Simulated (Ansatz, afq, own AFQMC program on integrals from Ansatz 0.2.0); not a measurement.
## CH$_{2}$, triplet in cc-pVDZ, levels against full CI

```
atom   x (Å)    y (Å)    z (Å)
   C  0.0000  -0.0596   0.0000
   H  0.0000   0.3549  -0.9962
   H  0.0000   0.3549   0.9962
```

Basis cc-pVDZ. Noble-gas cores (and the filled d shells of Ga–Kr and In–Xe) are frozen. Integrals, coupled cluster, full CI and functionals: Ansatz 0.2.0; the random walks run on the same integrals in our own AFQMC program. ph-AFQMC/CISD is guided by a CISD state made of CCSD amplitudes; releasing the constraint for a short imaginary time cuts its bias at the price of noise, slowly where states lie close. ± is one standard error of the sampling.

Determinant: UHF, the one that the program's search chose, which needn't be the lowest solution. The geometry is a point of a scan.

Full CI on the same integrals is exact in this basis and with this determinant's frozen core.

Cautions: lower spins were not checked; the released energies are still falling, so no released level is given (meV from the phaseless value at times in 1/Eh: -2 ± 3 at 0.24, 1.0 ± 2.2 at 0.50, -3.4 ± 2.4 at 1.00, -7.1 ± 2.0 at 1.50); the ph-AFQMC/HF walk drifts between its halves (2.5 errors).

```
T1 diagnostic                               : 0.0089
weight of the determinant in the CISD state : 0.952
⟨S²⟩ of the determinant                     : 2.016
size of the correlated space                : 6 electrons in 23 orbitals
```

```tsv
level	correlation energy (eV)
MP2	-2.5260
CCSD	-3.0746
CCSD(T)	-3.1215
```

(1) Estimate where phaseless AFQMC with a CISD trial lies against CCSD(T) on the same integrals.

(1) 0.26 ± 0.07 kcal/mol below CCSD(T).

Reference: full CI, correlation energy -3.134 eV.

```
        level  E − E(reference) (kcal/mol)  share of correlation (%)
      CCSD(T)                         0.29                     99.60
        CCSDT                         0.05                     99.93
     CCSDT(Q)                         0.01                     99.99
  ph-AFQMC/HF                 -0.29 ± 0.51                    100.39
ph-AFQMC/CISD                  0.03 ± 0.07                     99.96
```

CCSDT and higher add their correlation energy to the determinant of the CCSD(T) run, since their own runs factorise the integrals more tightly (a shift of under 2 meV). A walk keeps the symmetry of its determinant, which the program's search chose and which needn't be the lowest solution, so a lower state of the same spin and another symmetry isn't excluded.
